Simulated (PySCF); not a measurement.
## How good is the calculation?

Structure with atom numbers: `[O:1]=[C:2]=[C:3]=[C:4]=[O:5]`.

The experiment to reproduce: δ ¹³C C2/C4 136.7; C3 -7.6 ppm (measured; gas or nonpolar solvent (not told per row); T. W. Keal, PhD thesis, Durham 2005).

PySCF calculation with KT3/pcSseg-2 with gauge-including orbitals and geometry from PBE0-D3(BJ)/def2-TZVP; one conformer, in vacuum, fast rotation and ring inversion assumed for equivalent nuclei, relativity neglected.

(1) What does the calculation give, and how does it compare?

(2) How far are the unscaled ¹³C shifts from the references?

## Answers

(1) 
Reference values: measured (gas or nonpolar solvent (not told per row); T. W. Keal, PhD thesis, Durham 2005).
```json
{"atoms": "C2/C4", "quantity": "δ ¹³C vs CH4", "reference": "136.7", "computed": "119.1"}
{"atoms": "C3", "quantity": "δ ¹³C vs CH4", "reference": "-7.6", "computed": "-16.3"}
```

Computed shifts are σ(ref) − σ with the named reference compound (TMS for H and C) calculated as an isolated molecule at the same level. The measured values may be among those fitted. Scaled to experiment by linear calibration (H and C: mostly CDCl3 data, vs TMS): ¹³C: δ = 186.84 − 1.043σ (rms 3.0 ppm, 507 shifts, 3.0 ppm with the 1 outlier that the fit left out). Occasional misses reach two or three times the rms, and more in compound classes unlike the fitted ones.

(2) Mean signed difference -13.15 ppm, mean absolute 13.15 ppm over 2 comparisons; the largest is -17.6 ppm at C2/C4 (central carbon of a ketene).
